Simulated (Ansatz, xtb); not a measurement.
Relative energy of two conformers of C3H2−

Structure I: the doublet with the links of `[CH]=C=[CH-]`. Structure II: the doublet with the links of `[CH]=C=[CH-]`. Both are isolated ions in the gas phase, relaxed with PBE0-D3(BJ)/def2-SVPD.

I (Å):

```xyz
5

C    -0.3274   -0.1778    0.8218
C     0.4803    0.7446    1.2872
C    -0.9109   -1.1610    0.1800
H    -1.9590   -1.4499    0.2983
H     0.2728    1.3732    2.1578
```

II (Å):

```xyz
5

C    -2.6916   -2.3781   -0.8372
C    -2.1220   -1.3367   -0.2856
C    -1.5711   -0.2881    0.2716
H    -2.8266   -3.3582   -0.3725
H    -1.2742    0.6300   -0.2421
```

Problem. Which of the two would you expect CCSD(T)/def2-SVPD electronic energies to favour?

Solution. Too close to call at this level: CCSD(T)/def2-SVPD gives E(II) − E(I) = −1.94 kJ/mol.

How the difference moves with the method:

| level | geometry | E(II) − E(I) (kJ/mol) | departure from the last row (kJ/mol) | job, with rough time for the two |
| --- | --- | --- | --- | --- |
| PBE0-D3(BJ)/def2-SVPD | PBE0-D3(BJ)/def2-SVPD | −2.08 | −0.14 | optimisation, 1.7 min |
| HF/def2-SVPD | PBE0-D3(BJ)/def2-SVPD | −3.92 | −1.98 | part of the CCSD(T) run |
| MP2/def2-SVPD | PBE0-D3(BJ)/def2-SVPD | −1.90 | +0.04 | part of the CCSD(T) run |
| CCSD(T)/def2-SVPD | PBE0-D3(BJ)/def2-SVPD | −1.94 |  | single point, 31 s |

The largest departure from CCSD(T)/def2-SVPD is that of HF/def2-SVPD, 1.98 kJ/mol. Levels run at GFN2-xTB geometries aren't shown. MP2 in a larger basis moves the difference by −0.5 kJ/mol, a step that isn't added because spin contamination makes open-shell MP2 unreliable in this search.

With harmonic frequencies from PBE0-D3(BJ)/def2-SVPD (ideal gas, rigid rotor, one conformer each, 600 K, 1 atm): on the last row, ΔE + ΔZPE = −2.02, ΔH = −1.89, ΔG = −2.69 kJ/mol.

Open shells are spin-unrestricted, with notable spin contamination under HF/def2-SVPD, MP2/def2-SVPD, CCSD(T)/def2-SVPD. The correlated steps freeze 3 core orbitals. Run with Ansatz 0.2.0; the last row on 1 thread of Intel(R) Xeon(R) Processor @ 2.50GHz (Skylake/Cascade Lake) on a shared host.
